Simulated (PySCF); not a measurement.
**AlH⁺: everyday levels beside a composite calculation**

PySCF; the state is a doublet (σ ↑). The composite is CCSD(T) extrapolated to the basis-set limit from two correlation-consistent sets, with core-valence (CV) and scalar-relativistic (SR) terms as its label shows; it has no spin–orbit coupling and nothing beyond (T). Here it is CCSD(T)/CBS(TQ)+CV+SR. It gives Re = 1.606 Å, ωe = 1674 cm⁻¹ and De = 0.82 eV to Al⁺ + H.

```
      level        basis     relativity  Re (Å)  ωe (cm⁻¹)  De (eV)
        UHF   x2c-SVPall  spin-free X2C   1.592       1798     0.60
    UHF-MP2   x2c-SVPall  spin-free X2C   1.588       1856     0.67
UHF-SCS-MP2  def2-TZVPPD  no relativity   1.584       1857     0.80
   UHF-CCSD   x2c-SVPall  spin-free X2C   1.612       1680     0.67
        PBE  def2-TZVPPD  no relativity   1.637       1579     0.95
       BP86        3-21G  no relativity   1.658       1608     1.01
       TPSS   x2c-SVPall  spin-free X2C   1.620       1695     1.23
      M06-L  def2-TZVPPD  no relativity   1.605       1730     0.92
     M06-2X   x2c-SVPall  spin-free X2C   1.611       1724     0.79
  CAM-B3LYP    def2-TZVP  no relativity   1.614       1656     0.94
```

Question: Give the difference of each row from the composite.

Answer: 

```
      level        basis  ΔRe (pm)  Δωe (%)  ΔDe (eV)
        UHF   x2c-SVPall      -1.4     +7.4     -0.22
    UHF-MP2   x2c-SVPall      -1.8    +10.9     -0.15
UHF-SCS-MP2  def2-TZVPPD      -2.2    +10.9     -0.02
   UHF-CCSD   x2c-SVPall      +0.6     +0.4     -0.15
        PBE  def2-TZVPPD      +3.1     -5.7     +0.13
       BP86        3-21G      +5.2     -3.9     +0.19
       TPSS   x2c-SVPall      +1.4     +1.3     +0.41
      M06-L  def2-TZVPPD      -0.1     +3.3     +0.10
     M06-2X   x2c-SVPall      +0.5     +3.0     -0.03
  CAM-B3LYP    def2-TZVP      +0.8     -1.1     +0.12
```

Question: Which rows come closest in De?

Answer: UHF-SCS-MP2 in def2-TZVPPD (-0.02 eV); M06-2X in x2c-SVPall (-0.03 eV), counted from the composite.

Correlated steps freeze 5 core orbitals. Correlated levels converge slowly with the basis: in double zeta they bind strong bonds too weakly, by up to about 1 eV, and carry superposition errors of some tenths. For an ion De counts to the pair picked by the measured ionisation energies or electron affinities, which need not be the lowest pair at this level. The CCSD T1 diagnostic is raised in AlH⁺, a sign that a single reference may not be enough there. 3-21G is very small, so such numbers show the basis as much as the molecule. The state is the lowest determinant that a PBE0 search found; another state may lie lower at other levels.
